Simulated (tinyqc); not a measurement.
Worked calculation (part 1 of 3): ROHF in the sto-6g basis, for NH3+, spin multiplicity 2. Computed by tinyqc, a small Python program that keeps every step (integrals from PySCF). Settings: charge = 1, multiplicity = 2, basis = sto-6g, energy threshold = 1e-09, iteration cap = 75, orthogonalisation = canonical, start = highest core orbitals, DIIS depth = 6, method = ROHF. Command: `OMP_NUM_THREADS=1 python tinyqc.py 27658 27659 out.jsonl` (the two numbers bound the seeds that draw the settings). One thread of a shared host (Intel(R) Xeon(R) Processor @ 2.60GHz), about 0.2 s of CPU time with the checks. Later iterations appear only in the table of the cycle.

## One-electron integrals

Geometry (angstrom):
```
atom         x         y        z
N      0.00000   0.00000  0.22400
H      1.28200   0.00000  0.00000
H     -0.64100   1.11000  0.00000
H     -0.64100  -1.11000  0.00000
```

Basis sto-6g: exponents (1/bohr^2) and contraction coefficients of normalised primitives:
```
element  l (shell)    exponent  coefficient
N            s (1)  1027.82846      0.00916
N            s (1)   188.45122      0.04936
N            s (1)    52.72186      0.16854
N            s (1)    18.11138      0.37056
N            s (1)     7.03318      0.41649
N            s (1)     2.89665      0.13033
N            s (2)    39.19881     -0.01325
N            s (2)     7.75847     -0.04699
N            s (2)     2.41133     -0.03379
N            s (2)     0.92772      0.25024
N            s (2)     0.40291      0.59512
N            s (2)     0.18468      0.24071
N            p (3)    39.19881      0.00376
N            p (3)     7.75847      0.03768
N            p (3)     2.41133      0.17390
N            p (3)     0.92772      0.41804
N            p (3)     0.40291      0.42586
N            p (3)     0.18468      0.10171
H            s (1)    35.52322      0.00916
H            s (1)     6.51314      0.04936
H            s (1)     1.82214      0.16854
H            s (1)     0.62596      0.37056
H            s (1)     0.24308      0.41649
H            s (1)     0.10011      0.13033
```

Overlap, kinetic and nuclear-attraction integrals over the contracted functions; the nuclear repulsion is the sum of Za Zb / Rab.

nuclear repulsion = 9.2548434 hartree

overlap S, order 1N 1s, 1N 2s, 1N 2px, 1N 2py, 1N 2pz, 2H 1s, 3H 1s, 4H 1s:
```
[[1.00000, 0.22942, 0.00000, 0.00000, 0.00000, 0.03097, 0.03099, 0.03099],
 [0.22942, 1.00000, 0.00000, 0.00000, 0.00000, 0.33387, 0.33397, 0.33397],
 [0.00000, 0.00000, 1.00000, 0.00000, 0.00000, 0.32503, -0.16258, -0.16258],
 [0.00000, 0.00000, 0.00000, 1.00000, 0.00000, 0.00000, 0.28153, -0.28153],
 [0.00000, 0.00000, 0.00000, 0.00000, 1.00000, -0.05679, -0.05681, -0.05681],
 [0.03097, 0.33387, 0.32503, 0.00000, -0.05679, 1.00000, 0.08374, 0.08374],
 [0.03099, 0.33397, -0.16258, 0.28153, -0.05681, 0.08374, 1.00000, 0.08379],
 [0.03099, 0.33397, -0.16258, -0.28153, -0.05681, 0.08374, 0.08379, 1.00000]]
```

kinetic energy T (hartree), order 1N 1s, 1N 2s, 1N 2px, 1N 2py, 1N 2pz, 2H 1s, 3H 1s, 4H 1s:
```
[[22.23641, -0.67875, 0.00000, 0.00000, 0.00000, -0.00763, -0.00763, -0.00763],
 [-0.67875, 0.63290, 0.00000, 0.00000, 0.00000, 0.03516, 0.03520, 0.03520],
 [0.00000, 0.00000, 1.90129, 0.00000, 0.00000, 0.12325, -0.06168, -0.06168],
 [0.00000, 0.00000, 0.00000, 1.90129, 0.00000, 0.00000, 0.10681, -0.10681],
 [0.00000, 0.00000, 0.00000, 0.00000, 1.90129, -0.02154, -0.02155, -0.02155],
 [-0.00763, 0.03516, 0.12325, 0.00000, -0.02154, 0.76852, -0.01197, -0.01197],
 [-0.00763, 0.03520, -0.06168, 0.10681, -0.02155, -0.01197, 0.76852, -0.01198],
 [-0.00763, 0.03520, -0.06168, -0.10681, -0.02155, -0.01197, -0.01198, 0.76852]]
```

nuclear attraction V (hartree), order 1N 1s, 1N 2s, 1N 2px, 1N 2py, 1N 2pz, 2H 1s, 3H 1s, 4H 1s:
```
[[-47.89345, -4.92694, 0.00000, 0.00000, 0.00524, -0.75436, -0.75472, -0.75472],
 [-4.92694, -8.03957, 0.00005, 0.00000, 0.06148, -2.05243, -2.05320, -2.05320],
 [0.00000, 0.00005, -8.07274, 0.00000, -0.00001, -1.80446, 0.90268, 0.90268],
 [0.00000, 0.00000, 0.00000, -8.07274, 0.00000, 0.00000, -1.56312, 1.56312],
 [0.00524, 0.06148, -0.00001, 0.00000, -7.97230, 0.32650, 0.32666, 0.32666],
 [-0.75436, -2.05243, -1.80446, 0.00000, 0.32650, -4.53654, -0.42606, -0.42606],
 [-0.75472, -2.05320, 0.90268, -1.56312, 0.32666, -0.42606, -4.53701, -0.42633],
 [-0.75472, -2.05320, 0.90268, 1.56312, 0.32666, -0.42606, -0.42633, -4.53701]]
```

core Hamiltonian H = T + V (hartree), order 1N 1s, 1N 2s, 1N 2px, 1N 2py, 1N 2pz, 2H 1s, 3H 1s, 4H 1s:
```
[[-25.65704, -5.60568, 0.00000, 0.00000, 0.00524, -0.76199, -0.76236, -0.76236],
 [-5.60568, -7.40667, 0.00005, 0.00000, 0.06148, -2.01727, -2.01799, -2.01799],
 [0.00000, 0.00005, -6.17144, 0.00000, -0.00001, -1.68121, 0.84100, 0.84100],
 [0.00000, 0.00000, 0.00000, -6.17145, 0.00000, 0.00000, -1.45631, 1.45631],
 [0.00524, 0.06148, -0.00001, 0.00000, -6.07101, 0.30497, 0.30511, 0.30511],
 [-0.76199, -2.01727, -1.68121, 0.00000, 0.30497, -3.76802, -0.43804, -0.43804],
 [-0.76236, -2.01799, 0.84100, -1.45631, 0.30511, -0.43804, -3.76849, -0.43830],
 [-0.76236, -2.01799, 0.84100, 1.45631, 0.30511, -0.43804, -0.43830, -3.76849]]
```

## Two-electron integrals

Functions are numbered as in S; the eight-fold symmetry (ij|kl) = (ji|kl) = (kl|ij) leaves the list below.

Two-electron integrals (ij|kl) in chemists' order, unique and non-zero (hartree):
```
(11|11) 4.16874     (21|11) 0.58365     (21|21) 0.10411     (22|11) 0.96849
(22|21) 0.21445     (22|22) 0.70840     (31|31) 0.02207     (32|31) 0.03361
(32|32) 0.15658     (33|11) 0.96849     (33|21) 0.21445     (33|22) 0.70840
(33|33) 0.76324     (41|41) 0.02207     (42|41) 0.03361     (42|42) 0.15658
(43|43) 0.04113     (44|11) 0.96849     (44|21) 0.21445     (44|22) 0.70840
(44|33) 0.68098     (44|44) 0.76324     (51|51) 0.02207     (52|51) 0.03361
(52|52) 0.15658     (53|53) 0.04113     (54|54) 0.04113     (55|11) 0.96849
(55|21) 0.21445     (55|22) 0.70840     (55|33) 0.68098     (55|44) 0.68098
(55|55) 0.76324     (61|11) 0.08358     (61|21) 0.01431     (61|22) 0.02892
(61|31) 0.00079     (61|32) 0.00156     (61|33) 0.02907     (61|44) 0.02884
(61|51) -0.00014    (61|52) -0.00027    (61|53) -3.99e-05   (61|55) 0.02884
(61|61) 0.00201     (62|11) 0.22817     (62|21) 0.05134     (62|22) 0.19056
(62|31) 0.00455     (62|32) 0.03504     (62|33) 0.19823     (62|44) 0.18655
(62|51) -0.00079    (62|52) -0.00612    (62|53) -0.00204    (62|55) 0.18690
(62|61) 0.00718     (62|62) 0.06935     (63|11) 0.18988     (63|21) 0.04327
(63|22) 0.17054     (63|31) 0.00845     (63|32) 0.05874     (63|33) 0.18592
(63|44) 0.16270     (63|51) -0.00056    (63|52) -0.00498    (63|53) -0.00286
(63|55) 0.16299     (63|61) 0.00629     (63|62) 0.07438     (63|63) 0.08691
(64|41) 0.00522     (64|42) 0.03023     (64|43) 0.00683     (64|54) -0.00119
(64|64) 0.00846     (65|11) -0.03318    (65|21) -0.00756    (65|22) -0.02980
(65|31) -0.00056    (65|32) -0.00498    (65|33) -0.03010    (65|44) -0.02843
(65|51) 0.00532     (65|52) 0.03110     (65|53) 0.00712     (65|55) -0.03087
(65|61) -0.00110    (65|62) -0.01300    (65|63) -0.01371    (65|65) 0.01085
(66|11) 0.40272     (66|21) 0.09224     (66|22) 0.39212     (66|31) 0.00930
(66|32) 0.09991     (66|33) 0.42449     (66|44) 0.37518     (66|51) -0.00162
(66|52) -0.01746    (66|53) -0.00862    (66|55) 0.37668     (66|61) 0.01300
(66|62) 0.19087     (66|63) 0.22837     (66|65) -0.03990    (66|66) 0.77500
(71|11) 0.08362     (71|21) 0.01432     (71|22) 0.02893     (71|31) -0.00040
(71|32) -0.00078    (71|33) 0.02891     (71|41) 0.00069     (71|42) 0.00135
(71|43) -0.00010    (71|44) 0.02902     (71|51) -0.00014    (71|52) -0.00027
(71|53) 1.99e-05    (71|54) -3.45e-05   (71|55) 0.02886     (71|61) 0.00197
(71|62) 0.00682     (71|63) 0.00563     (71|64) 0.00021     (71|65) -0.00105
(71|66) 0.01222     (71|71) 0.00201     (72|11) 0.22825     (72|21) 0.05136
(72|22) 0.19063     (72|31) -0.00228    (72|32) -0.01753    (72|33) 0.18954
(72|41) 0.00394     (72|42) 0.03035     (72|43) -0.00506    (72|44) 0.19538
(72|51) -0.00080    (72|52) -0.00612    (72|53) 0.00102     (72|54) -0.00177
(72|55) 0.18697     (72|61) 0.00682     (72|62) 0.04957     (72|63) 0.04174
(72|64) 0.00574     (72|65) -0.00903    (72|66) 0.10479     (72|71) 0.00718
(72|72) 0.06939     (73|11) -0.09499    (73|21) -0.02164    (73|22) -0.08531
(73|31) 0.00603     (73|32) 0.03737     (73|33) -0.08942    (73|41) -0.00140
(73|42) -0.01235    (73|43) 0.00799     (73|44) -0.08497    (73|51) 0.00028
(73|52) 0.00249     (73|53) -0.00161    (73|54) 0.00072     (73|55) -0.08153
(73|61) -0.00264    (73|62) -0.01590    (73|63) -0.00842    (73|64) -0.00131
(73|65) 0.00285     (73|66) -0.02913    (73|71) -0.00315    (73|72) -0.03722
(73|73) 0.02809     (74|11) 0.16448     (74|21) 0.03748     (74|22) 0.14773
(74|31) -0.00140    (74|32) -0.01235    (74|33) 0.14301     (74|41) 0.00764
(74|42) 0.05163     (74|43) -0.00700    (74|44) 0.15898     (74|51) -0.00049
(74|52) -0.00432    (74|53) 0.00072     (74|54) -0.00245    (74|55) 0.14119
(74|61) 0.00498     (74|62) 0.03901     (74|63) 0.03279     (74|64) 0.00976
(74|65) -0.00697    (74|66) 0.08380     (74|71) 0.00545     (74|72) 0.06445
(74|73) -0.03399    (74|74) 0.06733     (75|11) -0.03319    (75|21) -0.00756
(75|22) -0.02981    (75|31) 0.00028     (75|32) 0.00249     (75|33) -0.02886
(75|41) -0.00049    (75|42) -0.00432    (75|43) 0.00072     (75|44) -0.02969
(75|51) 0.00532     (75|52) 0.03111     (75|53) -0.00356    (75|54) 0.00617
(75|55) -0.03088    (75|61) -0.00105    (75|62) -0.00903    (75|63) -0.00747
(75|64) -0.00102    (75|65) 0.00726     (75|66) -0.02028    (75|71) -0.00110
(75|72) -0.01301    (75|73) 0.00686     (75|74) -0.01188    (75|75) 0.01086
(76|11) 0.04541     (76|21) 0.01029     (76|22) 0.04056     (76|31) 0.00037
(76|32) 0.00321     (76|33) 0.04079     (76|41) 0.00064     (76|42) 0.00556
(76|43) 0.00026     (76|44) 0.04109     (76|51) -0.00026    (76|52) -0.00224
(76|53) -0.00029    (76|54) -0.00050    (76|55) 0.03979     (76|61) 0.00141
(76|62) 0.01365     (76|63) 0.01370     (76|64) 0.00148     (76|65) -0.00284
(76|66) 0.03674     (76|71) 0.00141     (76|72) 0.01365     (76|73) -0.00557
(76|74) 0.01260     (76|75) -0.00284    (76|76) 0.00341     (77|11) 0.40278
(77|21) 0.09225     (77|22) 0.39217     (77|31) -0.00465    (77|32) -0.04998
(77|33) 0.38756     (77|41) 0.00805     (77|42) 0.08654     (77|43) -0.02136
(77|44) 0.41222     (77|51) -0.00163    (77|52) -0.01746    (77|53) 0.00431
(77|54) -0.00746    (77|55) 0.37673     (77|61) 0.01222     (77|62) 0.10477
(77|63) 0.08712     (77|64) 0.01668     (77|65) -0.02027    (77|66) 0.23795
(77|71) 0.01301     (77|72) 0.19094     (77|73) -0.11424    (77|74) 0.19783
(77|75) -0.03992    (77|76) 0.03674     (77|77) 0.77500     (81|11) 0.08362
(81|21) 0.01432     (81|22) 0.02893     (81|31) -0.00040    (81|32) -0.00078
(81|33) 0.02891     (81|41) -0.00069    (81|42) -0.00135    (81|43) 0.00010
(81|44) 0.02902     (81|51) -0.00014    (81|52) -0.00027    (81|53) 1.99e-05
(81|54) 3.45e-05    (81|55) 0.02886     (81|61) 0.00197     (81|62) 0.00682
(81|63) 0.00563     (81|64) -0.00021    (81|65) -0.00105    (81|66) 0.01222
(81|71) 0.00197     (81|72) 0.00682     (81|73) -0.00300    (81|74) 0.00478
(81|75) -0.00105    (81|76) 0.00135     (81|77) 0.01222     (81|81) 0.00201
(82|11) 0.22825     (82|21) 0.05136     (82|22) 0.19063     (82|31) -0.00228
(82|32) -0.01753    (82|33) 0.18954     (82|41) -0.00394    (82|42) -0.03035
(82|43) 0.00506     (82|44) 0.19538     (82|51) -0.00080    (82|52) -0.00612
(82|53) 0.00102     (82|54) 0.00177     (82|55) 0.18697     (82|61) 0.00682
(82|62) 0.04957     (82|63) 0.04174     (82|64) -0.00574    (82|65) -0.00903
(82|66) 0.10479     (82|71) 0.00682     (82|72) 0.04959     (82|73) -0.02586
(82|74) 0.03328     (82|75) -0.00904    (82|76) 0.01028     (82|77) 0.10481
(82|81) 0.00718     (82|82) 0.06939     (83|11) -0.09499    (83|21) -0.02164
(83|22) -0.08531    (83|31) 0.00603     (83|32) 0.03737     (83|33) -0.08942
(83|41) 0.00140     (83|42) 0.01235     (83|43) -0.00799    (83|44) -0.08497
(83|51) 0.00028     (83|52) 0.00249     (83|53) -0.00161    (83|54) -0.00072
(83|55) -0.08153    (83|61) -0.00264    (83|62) -0.01590    (83|63) -0.00842
(83|64) 0.00131     (83|65) 0.00285     (83|66) -0.02913    (83|71) -0.00300
(83|72) -0.02586    (83|73) 0.01886     (83|74) -0.01706    (83|75) 0.00462
(83|76) -0.00416    (83|77) -0.05804    (83|81) -0.00315    (83|82) -0.03722
(83|83) 0.02809     (84|11) -0.16448    (84|21) -0.03748    (84|22) -0.14773
(84|31) 0.00140     (84|32) 0.01235     (84|33) -0.14301    (84|41) 0.00764
(84|42) 0.05163     (84|43) -0.00700    (84|44) -0.15898    (84|51) 0.00049
(84|52) 0.00432     (84|53) -0.00072    (84|54) -0.00245    (84|55) -0.14119
(84|61) -0.00498    (84|62) -0.03901    (84|63) -0.03279    (84|64) 0.00976
(84|65) 0.00697     (84|66) -0.08380    (84|71) -0.00478    (84|72) -0.03328
(84|73) 0.01706     (84|74) -0.01751    (84|75) 0.00596     (84|76) -0.00721
(84|77) -0.06713    (84|81) -0.00545    (84|82) -0.06445    (84|83) 0.03399
(84|84) 0.06733     (85|11) -0.03319    (85|21) -0.00756    (85|22) -0.02981
(85|31) 0.00028     (85|32) 0.00249     (85|33) -0.02886    (85|41) 0.00049
(85|42) 0.00432     (85|43) -0.00072    (85|44) -0.02969    (85|51) 0.00532
(85|52) 0.03111     (85|53) -0.00356    (85|54) -0.00617    (85|55) -0.03088
(85|61) -0.00105    (85|62) -0.00903    (85|63) -0.00747    (85|64) 0.00102
(85|65) 0.00726     (85|66) -0.02028    (85|71) -0.00105    (85|72) -0.00904
(85|73) 0.00462     (85|74) -0.00596    (85|75) 0.00726     (85|76) -0.00207
(85|77) -0.02028    (85|81) -0.00110    (85|82) -0.01301    (85|83) 0.00686
(85|84) 0.01188     (85|85) 0.01086     (86|11) 0.04541     (86|21) 0.01029
(86|22) 0.04056     (86|31) 0.00037     (86|32) 0.00321     (86|33) 0.04079
(86|41) -0.00064    (86|42) -0.00556    (86|43) -0.00026    (86|44) 0.04109
(86|51) -0.00026    (86|52) -0.00224    (86|53) -0.00029    (86|54) 0.00050
(86|55) 0.03979     (86|61) 0.00141     (86|62) 0.01365     (86|63) 0.01370
(86|64) -0.00148    (86|65) -0.00284    (86|66) 0.03674     (86|71) 0.00135
(86|72) 0.01028     (86|73) -0.00416    (86|74) 0.00721     (86|75) -0.00207
(86|76) 0.00264     (86|77) 0.02214     (86|81) 0.00141     (86|82) 0.01365
(86|83) -0.00557    (86|84) -0.01260    (86|85) -0.00284    (86|86) 0.00341
(87|11) 0.04544     (87|21) 0.01030     (87|22) 0.04058     (87|31) -0.00074
(87|32) -0.00642    (87|33) 0.04127     (87|44) 0.04066     (87|51) -0.00026
(87|52) -0.00224    (87|53) 0.00058     (87|55) 0.03982     (87|61) 0.00135
(87|62) 0.01028     (87|63) 0.00833     (87|65) -0.00207    (87|66) 0.02215
(87|71) 0.00141     (87|72) 0.01366     (87|73) -0.00814    (87|74) 0.01113
(87|75) -0.00284    (87|76) 0.00264     (87|77) 0.03677     (87|81) 0.00141
(87|82) 0.01366     (87|83) -0.00814    (87|84) -0.01113    (87|85) -0.00284
(87|86) 0.00264     (87|87) 0.00341     (88|11) 0.40278     (88|21) 0.09225
(88|22) 0.39217     (88|31) -0.00465    (88|32) -0.04998    (88|33) 0.38756
(88|41) -0.00805    (88|42) -0.08654    (88|43) 0.02136     (88|44) 0.41222
(88|51) -0.00163    (88|52) -0.01746    (88|53) 0.00431     (88|54) 0.00746
(88|55) 0.37673     (88|61) 0.01222     (88|62) 0.10477     (88|63) 0.08712
(88|64) -0.01668    (88|65) -0.02027    (88|66) 0.23795     (88|71) 0.01222
(88|72) 0.10481     (88|73) -0.05804    (88|74) 0.06713     (88|75) -0.02028
(88|76) 0.02214     (88|77) 0.23799     (88|81) 0.01301     (88|82) 0.19094
(88|83) -0.11424    (88|84) -0.19783    (88|85) -0.03992    (88|86) 0.03674
(88|87) 0.03677     (88|88) 0.77500
```

## Orthogonalisation

S = U s U^T; canonical form X = U s^(-1/2), so that X^T S X = 1. Each column of U has its largest component positive (the first on a tie).

eigenvalues of S: [0.45521, 0.55776, 0.55781, 0.95627, 1.02943, 1.35845, 1.35846, 1.72660]

X, order 1N 1s, 1N 2s, 1N 2px, 1N 2py, 1N 2pz, 2H 1s, 3H 1s, 4H 1s:
```
[[-0.37870, 0.00000, -0.00029, 0.73652, 0.58308, 0.00000, 0.00009, 0.19550],
 [1.10838, 0.00000, 0.00063, -0.07336, 0.12739, 0.00000, 0.00014, 0.49258],
 [-0.00064, 0.00000, 0.89589, 0.00001, -0.00002, 0.00000, 0.63761, -0.00013],
 [0.00000, 0.89590, 0.00000, 0.00000, 0.00000, 0.63764, 0.00000, 0.00000],
 [-0.16142, 0.00000, -0.00007, -0.64480, 0.75144, 0.00000, -0.00001, -0.07329],
 [-0.51545, 0.00000, -0.81273, -0.16551, -0.12982, 0.00000, 0.46882, 0.31238],
 [-0.51631, -0.70365, 0.40593, -0.16544, -0.12977, 0.40592, -0.23429, 0.31255],
 [-0.51631, 0.70365, 0.40593, -0.16544, -0.12977, -0.40592, -0.23429, 0.31255]]
```

Within a degenerate level the vectors are fixed only up to a rotation; this is one choice.

## Starting guess

The start is the highest orbitals of the core Hamiltonian (a deliberately bad start); D(s) = C_occ C_occ^T for each spin.

D(alpha) at the start, order 1N 1s, 1N 2s, 1N 2px, 1N 2py, 1N 2pz, 2H 1s, 3H 1s, 4H 1s:
```
[[0.00305, -0.02570, -0.00004, 0.00000, -0.02809, 0.02827, 0.02827, 0.02827],
 [-0.02570, 0.23788, 0.00014, 0.00000, 0.11131, -0.29137, -0.29148, -0.29148],
 [-0.00004, 0.00014, 1.20918, 0.00000, -0.00002, -0.42894, 0.21454, 0.21454],
 [0.00000, 0.00000, 0.00000, 0.08171, 0.00000, 0.00000, -0.22902, 0.22902],
 [-0.02809, 0.11131, -0.00002, 0.00000, 0.98507, 0.05041, 0.05044, 0.05044],
 [0.02827, -0.29137, -0.42894, 0.00000, 0.05041, 1.27418, -0.04543, -0.04543],
 [0.02827, -0.29148, 0.21454, -0.22902, 0.05044, -0.04543, 1.25634, -0.02742],
 [0.02827, -0.29148, 0.21454, 0.22902, 0.05044, -0.04543, -0.02742, 1.25634]]
```

D(beta) at the start, order 1N 1s, 1N 2s, 1N 2px, 1N 2py, 1N 2pz, 2H 1s, 3H 1s, 4H 1s:
```
[[0.00305, -0.02570, 0.00001, 0.00000, -0.02809, 0.02826, 0.02827, 0.02827],
 [-0.02570, 0.23788, -0.00006, 0.00000, 0.11131, -0.29134, -0.29150, -0.29150],
 [0.00001, -0.00006, 0.08169, 0.00000, -0.00001, -0.26435, 0.13225, 0.13225],
 [0.00000, 0.00000, 0.00000, 0.08171, 0.00000, 0.00000, -0.22902, 0.22902],
 [-0.02809, 0.11131, -0.00001, 0.00000, 0.98507, 0.05041, 0.05044, 0.05044],
 [0.02826, -0.29134, -0.26435, 0.00000, 0.05041, 1.25015, -0.03342, -0.03342],
 [0.02827, -0.29150, 0.13225, -0.22902, 0.05044, -0.03342, 1.25033, -0.03343],
 [0.02827, -0.29150, 0.13225, 0.22902, 0.05044, -0.03342, -0.03343, 1.25033]]
```
